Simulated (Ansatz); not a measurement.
We consider Cs3Bi2Br9 (P-3m1, No. 164), described by r²SCAN+SOC (plane waves, PAW; Ansatz, a first-principles code).

Settings: plane-wave cutoff 560 eV, 6×6×4 k mesh (along the axes of the cell as run), Fermi–Dirac smearing 0.01 eV, PAW data made under PBE.

Cell (measured lattice):

```
Bi2Cs3Br9
1.0
    7.97200     0.00000     0.00000
   -3.98600     6.90395     0.00000
    0.00000     0.00000     9.86700
Br Cs Bi
9 3 2
Direct
  0.50000   0.50000   0.00000
  0.50000   0.00000   0.00000
  0.00000   0.50000   0.00000
  0.33540   0.16770   0.33940
  0.66460   0.83230   0.66060
  0.83230   0.16770   0.33940
  0.16770   0.83230   0.66060
  0.83230   0.66460   0.33940
  0.16770   0.33540   0.66060
  0.66667   0.33333   0.66690
  0.33333   0.66667   0.33310
  0.00000   0.00000   0.00000
  0.66667   0.33333   0.19180
  0.33333   0.66667   0.80820
```

What does this level give for the band gap and smallest direct gap on the k points sampled?


band gap: 1.99 eV (indirect)
smallest direct gap on the k points sampled: 2.13 eV

Note: cell and atoms aren't relaxed at this level (largest force component 0.23 eV/Å, pressure 0.7 GPa).

Computed values are for the static lattice.
